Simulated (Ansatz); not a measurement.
C2H3N can be A, `CC#N`, or B, `C1=CN1`.

Isolated molecules relaxed with PBE0-D4/def2-TZVP in Ansatz; ΔE leaves out vibrations. CBS: MP2 limit from def2 TZ/QZ plus the TZ coupled-cluster correction, frozen cores. This one scheme is used for every species. DFT in def2-TZVPP. B3LYP here is the variant with VWN-RPA as its local correlation; programs differ in this.

A:

```xyz
6

C    -0.229    0.068    0.424
C     0.453   -0.135   -0.838
N     0.994   -0.296   -1.839
H     0.094   -0.679    1.150
H    -0.004    1.061    0.817
H    -1.308   -0.019    0.286
```

B:

```xyz
6

C    -0.572   -0.352    0.327
C     0.043   -0.055   -0.743
N     0.344    0.835    0.429
H    -1.303   -0.849    0.935
H     0.266   -0.093   -1.793
H     1.222    0.514    0.846
```

Task: Which isomer does CCSD(T)/CBS put lower? Give the gap. (An estimate is asked.)

Result: Ansatz gave: A, by 80.5 kcal/mol.

Task: Give E(B) − E(A) in kcal/mol with CCSD(T)/def2-SVP, LDA (SPW92), PBE-D4, HF/def2-TZVPP, B3LYP-D4, PBE0-D4, CCSD/def2-TZVPP. (Best estimate.)

Result: Ansatz gave: CCSD(T)/def2-SVP 86.1, LDA (SPW92) 72.6, PBE-D4 76.1, HF/def2-TZVPP 91.5, B3LYP-D4 81.9, PBE0-D4 77.9, CCSD/def2-TZVPP 83.9. None reverses the order clearly.

Task: Does the order hold for the free energy at 298.15 K (harmonic terms from PBE0-D4)? (Estimate.)

Result: Ansatz gave: Yes: G(B) − G(A) = +79.0 kcal/mol.

Largest T1 diagnostic: 0.012.

Leaving LDA and LC-ωPBE aside and taking each functional with its dispersion term where it has one, the values, not all of them listed here, spread over 8.5 kcal/mol, from PBE-D4 to BHLYP-D4. LDA lies −3.7 kcal/mol from PBE without D4. At CCSD(T), def2-SVP lies +5.6 kcal/mol from the extrapolated value and def2-TZVPP +2.2 kcal/mol.
